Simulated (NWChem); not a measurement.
The numbers come from NWChem runs, not from measurements. System: dimethyl ether (C₂H₆O), charge 0, spin multiplicity 1, at a geometry optimised with PBE0/def2-SVP. Level: PBE/aug-cc-pVDZ.

Job file:

```
start mol
memory heap 200 mb stack 900 mb global 1100 mb
geometry units angstroms nocenter noautoz
  C     -1.161079     0.000000    -0.188064
  O      0.000000     0.000000     0.577790
  C      1.161079     0.000000    -0.188064
  H     -1.233042    -0.895231    -0.839514
  H     -1.233042     0.895231    -0.839514
  H     -2.021460     0.000000     0.496256
  H      1.233042    -0.895231    -0.839514
  H      2.021460     0.000000     0.496256
  H      1.233042     0.895231    -0.839514
  symmetry group C2v
end
basis spherical
  * library aug-cc-pvdz
end
dft
  xc xpbe96 cpbe96
  semidirect memsize 60000000 filesize 0
  iterations 100
end
task dft energy
```

Output (cleaned and shortened):

```
             Northwest Computational Chemistry Package (NWChem) 7.3.0
             --------------------------------------------------------

                                NWChem Input Module
                                -------------------

 Scaling coordinates for geometry "geometry" by  1.889725989
 (inverse scale =  0.529177249)

 Turning off AUTOSYM since
 SYMMETRY directive was detected!

                             Geometry "geometry" -> ""
                             -------------------------

 Output coordinates in angstroms (scale by  1.889725989 to convert to a.u.)

  No.       Tag          Charge          X              Y              Z
 ---- ---------------- ---------- -------------- -------------- --------------
    1 C                    6.0000    -1.16107900     0.00000000    -0.18806400
    2 O                    8.0000     0.00000000     0.00000000     0.57779000
    3 C                    6.0000     1.16107900     0.00000000    -0.18806400
    4 H                    1.0000    -1.23304200    -0.89523100    -0.83951400
    5 H                    1.0000    -1.23304200     0.89523100    -0.83951400
    6 H                    1.0000    -2.02146000     0.00000000     0.49625600
    7 H                    1.0000     1.23304200    -0.89523100    -0.83951400
    8 H                    1.0000     2.02146000     0.00000000     0.49625600
    9 H                    1.0000     1.23304200     0.89523100    -0.83951400

 Effective nuclear repulsion energy (a.u.)      84.3016847105

            Nuclear Dipole moment (a.u.)
            ----------------------------
        X                 Y               Z
 ---------------- ---------------- ----------------
     0.0000000000     0.0000000000     0.0000151178

      Symmetry information
      --------------------

 Group name             C2v
 Group number             16
 Group order               4
 No. of unique centers     4

      Symmetry unique atoms

     1    2    4    6


 Summary of "ao basis" -> "" (spherical)
 ------------------------------------------------------------------------------
       Tag                 Description            Shells   Functions and Types
 ---------------- ------------------------------  ------  ---------------------
 *                        aug-cc-pvdz                 on all atoms

  pbe96 is a nonlocal functional; adding pw91lda local functional.

                                 NWChem DFT Module
                                 -----------------

 Summary of "ao basis" -> "ao basis" (spherical)
 ------------------------------------------------------------------------------
       Tag                 Description            Shells   Functions and Types
 ---------------- ------------------------------  ------  ---------------------
 C                        aug-cc-pvdz                9       23   4s3p2d
 O                        aug-cc-pvdz                9       23   4s3p2d
 H                        aug-cc-pvdz                5        9   3s2p

 Summary of "ao basis" -> "ao basis" (spherical)
 ------------------------------------------------------------------------------
       Tag                 Description            Shells   Functions and Types
 ---------------- ------------------------------  ------  ---------------------
 C                        aug-cc-pvdz                9       23   4s3p2d
 O                        aug-cc-pvdz                9       23   4s3p2d
 H                        aug-cc-pvdz                5        9   3s2p

      Symmetry analysis of basis
      --------------------------

        a1         43
        a2         20
        b1         37
        b2         23

            General Information
            -------------------
          SCF calculation type: DFT
          Wavefunction type:  closed shell.
          No. of atoms     :     9
          No. of electrons :    26
           Alpha electrons :    13
            Beta electrons :    13
          Charge           :     0
          Spin multiplicity:     1
          Use of symmetry is: on ; symmetry adaption is: on
          Maximum number of iterations: 100
          AO basis - number of functions:   123
                     number of shells:    57
          Convergence on energy requested:  1.00D-06
          Convergence on density requested:  1.00D-05
          Convergence on gradient requested:  5.00D-04

              XC Information
              --------------
          PerdewBurkeErnzerhof Exchange Functional  1.000
            Perdew 1991 LDA Correlation Functional  1.000 local
           PerdewBurkeErnz. Correlation Functional  1.000 non-local

             Grid Information
             ----------------
          Grid used for XC integration:  medium
          Radial quadrature: Mura-Knowles
          Angular quadrature: Lebedev.
          Tag              B.-S. Rad. Rad. Pts. Rad. Cut. Ang. Pts.
          ---              ---------- --------- --------- ---------
          C                   0.70       49          14.0       434
          O                   0.60       49          11.0       434
          H                   0.35       45          15.0       434
          Grid pruning is: on
          Number of quadrature shells:   188
          Spatial weights used:  Erf1

          Convergence Information
          -----------------------
          Convergence aids based upon iterative change in
          total energy or number of iterations.
          Levelshifting, if invoked, occurs when the
          HOMO/LUMO gap drops below (HL_TOL):  1.00D-02
          DIIS, if invoked, will attempt to extrapolate
          using up to (NFOCK): 10 stored Fock matrices.

                    Damping( 0%)  Levelshifting(0.5)       DIIS
                  --------------- ------------------- ---------------
          dE  on:    start            ASAP                start
          dE off:    2 iters        100 iters           100 iters

      Screening Tolerance Information
      -------------------------------
          Density screening/tol_rho:  1.00D-10
          AO Gaussian exp screening on grid/accAOfunc:  14
          CD Gaussian exp screening on grid/accCDfunc:  20
          XC Gaussian exp screening on grid/accXCfunc:  20
          Schwarz screening/accCoul:  1.00D-08

      Superposition of Atomic Density Guess
      -------------------------------------

 Sum of atomic energies:        -153.09686635

      Non-variational initial energy
      ------------------------------

 Total energy =    -154.793178
 1-e energy   =    -373.364294
 2-e energy   =     134.269432
 HOMO         =      -0.675356
 LUMO         =      -0.674101

      Symmetry analysis of molecular orbitals - initial
      -------------------------------------------------

  Numbering of irreducible representations:

     1 a1          2 a2          3 b1          4 b2

  Orbital symmetries:

     1 a1          2 a1          3 b1          4 a2          5 b1
     6 b2          7 a1          8 b1          9 a1         10 a1
    11 b1         12 b2         13 b1         14 a1         15 a2
    16 a2         17 b1         18 a1         19 b2         20 a1
    21 a1         22 b2         23 b1

------------------------------------------------------------
EAF file 0: "./mol.aoints.0" size=524288 bytes
------------------------------------------------------------
               write      read    awrite     aread      wait
               -----      ----    ------     -----      ----
     calls:        1         0         0         0         0
   data(b): 5.24e+05  0.00e+00  0.00e+00  0.00e+00
   time(s): 0.00e+00  0.00e+00  0.00e+00  0.00e+00  0.00e+00
rate(mb/s): 0.00e+00  0.00e+00
------------------------------------------------------------

 Grid integrated density:      26.000070184527
 Requested integration accuracy:   0.10E-05

   convergence    iter        energy       DeltaE   RMS-Dens  Diis-err    time
 ---------------- ----- ----------------- --------- --------- ---------  ------
 d= 0,ls=0.0,diis     1   -138.0377348556 -2.22D+02  6.00D+01  1.65D+01     2.8
 d= 0,ls=0.0,diis     2   -147.6078422345 -9.57D+00  3.29D-02  5.63D+01     3.2
 d= 0,ls=0.0,diis     3   -153.3820213656 -5.77D+00  1.24D-02  1.05D+01     3.5
 d= 0,ls=0.0,diis     4   -154.4174665104 -1.04D+00  9.47D-03  3.80D+00     3.9
 d= 0,ls=0.0,diis     5   -154.6876763312 -2.70D-01  6.96D-03  1.11D+00     4.3
 d= 0,ls=0.0,diis     6   -154.8396412898 -1.52D-01  1.55D-03  3.65D-02     4.7
  Resetting Diis
 d= 0,ls=0.0,diis     7   -154.8433072703 -3.67D-03  2.62D-04  1.51D-03     5.1
 d= 0,ls=0.0,diis     8   -154.8434821245 -1.75D-04  1.09D-04  6.20D-05     5.5
 d= 0,ls=0.0,diis     9   -154.8434796239  2.50D-06  5.90D-05  8.88D-05     5.9
 d= 0,ls=0.0,diis    10   -154.8434906561 -1.10D-05  1.53D-05  1.21D-05     6.2
 d= 0,ls=0.0,diis    11   -154.8434917730 -1.12D-06  1.82D-06  1.37D-07     6.6
 d= 0,ls=0.0,diis    12   -154.8434917885 -1.55D-08  4.20D-07  3.63D-09     7.0

         Total DFT energy =     -154.843491788540
      One electron energy =     -376.325894614998
           Coulomb energy =      158.635044290660
    Exchange-Corr. energy =      -21.454326174699
 Nuclear repulsion energy =       84.301684710498

 Numeric. integr. density =       26.000006614100

     Total iterative time =      6.2s

                  Occupations of the irreducible representations
                  ----------------------------------------------

                     irrep           alpha         beta
                     --------     --------     --------
                     a1                6.0          6.0
                     a2                1.0          1.0
                     b1                4.0          4.0
                     b2                2.0          2.0

                       DFT Final Molecular Orbital Analysis
                       ------------------------------------

 Vector   11  Occ=2.000000D+00  E=-3.332016D-01  Symmetry=b1
              MO Center= -1.1D-13,  1.2D-14,  3.5D-02, r^2= 3.4D+00
   Bfn.  Coefficient  Atom+Function         Bfn.  Coefficient  Atom+Function
  ----- ------------  ---------------      ----- ------------  ---------------
    89      0.457942  6 H  s                107     -0.457942  8 H  s
    88      0.298360  6 H  s                106     -0.298360  8 H  s
     5     -0.271977  1 C  px                51     -0.271977  3 C  px
    71     -0.210593  4 H  s                 80     -0.210593  5 H  s
    98      0.210593  7 H  s                116      0.210593  9 H  s

 Vector   12  Occ=2.000000D+00  E=-2.786892D-01  Symmetry=a1
              MO Center=  1.0D-13,  1.1D-13,  2.9D-01, r^2= 2.1D+00
   Bfn.  Coefficient  Atom+Function         Bfn.  Coefficient  Atom+Function
  ----- ------------  ---------------      ----- ------------  ---------------
    30      0.472993  2 O  pz                33      0.284351  2 O  pz
     7     -0.230912  1 C  pz                53     -0.230912  3 C  pz
    27      0.219197  2 O  s                 26      0.214790  2 O  s
    89     -0.190929  6 H  s                107     -0.190929  8 H  s
    88     -0.162343  6 H  s                106     -0.162343  8 H  s

 Vector   13  Occ=2.000000D+00  E=-2.160623D-01  Symmetry=b2
              MO Center=  7.9D-15, -1.4D-13,  1.3D-01, r^2= 1.9D+00
   Bfn.  Coefficient  Atom+Function         Bfn.  Coefficient  Atom+Function
  ----- ------------  ---------------      ----- ------------  ---------------
    29      0.565699  2 O  py                32      0.385965  2 O  py
    71      0.202756  4 H  s                 80     -0.202756  5 H  s
    98      0.202756  7 H  s                116     -0.202756  9 H  s
    70      0.168557  4 H  s                 79     -0.168557  5 H  s
    97      0.168557  7 H  s                115     -0.168557  9 H  s

 Vector   14  Occ=0.000000D+00  E=-1.784059D-02  Symmetry=a1
              MO Center=  4.0D-14,  8.0D-15, -8.4D-01, r^2= 1.3D+01
   Bfn.  Coefficient  Atom+Function         Bfn.  Coefficient  Atom+Function
  ----- ------------  ---------------      ----- ------------  ---------------
     4      1.017568  1 C  s                 50      1.017568  3 C  s
    72     -0.463655  4 H  s                 81     -0.463655  5 H  s
    99     -0.463655  7 H  s                117     -0.463655  9 H  s
     3      0.341813  1 C  s                 49      0.341813  3 C  s
    90     -0.335110  6 H  s                108     -0.335110  8 H  s

 Vector   15  Occ=0.000000D+00  E= 4.336432D-03  Symmetry=b1
              MO Center=  1.4D-13,  8.2D-15, -4.5D-01, r^2= 1.8D+01
   Bfn.  Coefficient  Atom+Function         Bfn.  Coefficient  Atom+Function
  ----- ------------  ---------------      ----- ------------  ---------------
     4      1.586707  1 C  s                 50     -1.586707  3 C  s
    90     -0.973309  6 H  s                108      0.973309  8 H  s
    72     -0.629036  4 H  s                 81     -0.629036  5 H  s
    99      0.629036  7 H  s                117      0.629036  9 H  s
     3      0.383943  1 C  s                 49     -0.383943  3 C  s

 Vector   16  Occ=0.000000D+00  E= 1.528817D-02  Symmetry=a1
              MO Center=  1.2D-14,  8.0D-17,  4.6D-01, r^2= 1.4D+01
   Bfn.  Coefficient  Atom+Function         Bfn.  Coefficient  Atom+Function
  ----- ------------  ---------------      ----- ------------  ---------------
    90      1.645938  6 H  s                108      1.645938  8 H  s
    72     -0.709344  4 H  s                 81     -0.709344  5 H  s
    99     -0.709344  7 H  s                117     -0.709344  9 H  s
    27     -0.668678  2 O  s                 11      0.651540  1 C  px
    57     -0.651540  3 C  px                26     -0.246305  2 O  s

 center of mass
 --------------
 x =   0.00000000 y =   0.00000000 z =   0.09621078

 moments of inertia (a.u.)
 ------------------
          45.129962628800           0.000000000000           0.000000000000
           0.000000000000         200.433327320169           0.000000000000
           0.000000000000           0.000000000000         178.378433819616

     Multipole analysis of the density
     ---------------------------------

     L   x y z        total         alpha         beta         nuclear
     -   - - -        -----         -----         ----         -------
     0   0 0 0      0.000000    -13.000000    -13.000000     26.000000

     1   1 0 0     -0.000000     -0.000000     -0.000000      0.000000
     1   0 1 0     -0.000000     -0.000000     -0.000000      0.000000
     1   0 0 1     -0.419457     -0.209736     -0.209736      0.000015

     2   2 0 0    -13.366551    -61.019563    -61.019563    108.672575
     2   1 1 0      0.000000      0.000000      0.000000      0.000000
     2   1 0 1      0.000000      0.000000      0.000000      0.000000
     2   0 2 0    -15.379213    -13.413583    -13.413583     11.447954
     2   0 1 1     -0.000000     -0.000000     -0.000000      0.000000
     2   0 0 2    -16.129693    -19.504434    -19.504434     22.879174

 Task  times  cpu:        7.0s     wall:        7.0s

 Total times  cpu:        7.1s     wall:        7.1s
```
